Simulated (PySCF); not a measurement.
Molecule: `C[SiH3]`, CH6Si.

Numbering as in the mapped SMILES `[CH3:1][SiH3:2]` (H(Xn): hydrogen on atom n).

Geometry PBE0-D3(BJ)/def2-SVP throughout; GIAO in PySCF 2.14, gas phase, one conformer, non-relativistic; equivalent atoms averaged; basis pcSseg-2.

Question: How do the absolute shieldings σ depend on the functional? (ppm; last column core-seconds on 1 thread of an Arm Neoverse V1, shared host; the GGAs took longer than the global hybrids here, which isn't the general rule, and the cause wasn't traced)

Answer: 
```tsv
functional	kind	C1	Si2	H(Si2)	H(C1)	core-s
HF	Hartree–Fock	199.3	444.1	27.95	31.45	2.8
LDA	LDA	193.7	384.6	26.63	30.64	7.6
PBE	GGA	190.4	398.1	27.18	31.00	8.8
BLYP	GGA	185.3	385.5	27.44	31.18	8.8
BP86	GGA	189.9	395.9	27.24	31.06	8.8
OPBE	GGA	194.1	422.4	27.26	31.01	9.3
KT2	GGA	192.9	424.0	27.24	31.01	9.3
KT3	GGA	190.5	426.5	27.55	31.16	9.3
B97-D	GGA	188.6	407.4	27.51	31.20	8.9
B3LYP	global hybrid	189.1	397.0	27.51	31.19	5.9
PBE0	global hybrid	194.5	411.6	27.32	31.06	5.4
mPW1PW91	global hybrid	193.5	409.5	27.40	31.10	5.5
WP04	global hybrid	179.7	390.8	28.24	31.41	6.2
B97-2	global hybrid	193.0	415.7	27.51	31.17	5.9
BHandHLYP	global hybrid	193.5	413.7	27.66	31.24	5.8
CAM-B3LYP	range-separated hybrid	192.9	401.8	27.46	31.15	7.8
wB97X-D	range-separated hybrid	194.5	411.0	27.45	31.18	7.7
LC-wPBE	range-separated hybrid	198.6	415.7	27.48	31.15	11
```

Question: Which nucleus moves most, in ppm?

Answer: Si2 (silicon bonded to C, 3 H): from 384.6 ppm with LDA to 444.1 ppm with HF. The smallest spread is 0.81 ppm, at H(C1). Proton shifts span only some 12 ppm, so a few tenths of a ppm matter as much there as several ppm in carbon.
